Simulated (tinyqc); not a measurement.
Worked calculation: UHF in the sto-3g basis, for OH+, spin multiplicity 3. One step of it, computed by the program tinyqc.

Problem. Iteration 2: DIIS coefficients. Solve [B -1; -1 0][c; lambda] = [0; -1] for the coefficients, which sum to one.

B (overlaps of the stored error matrices):
```
,1,2
1,1.4349617e+00,3.7568824e-02
2,3.7568824e-02,3.0175310e-02
```

Give: DIIS coefficients.

Solution.

DIIS coefficients: -0.0053  1.0053
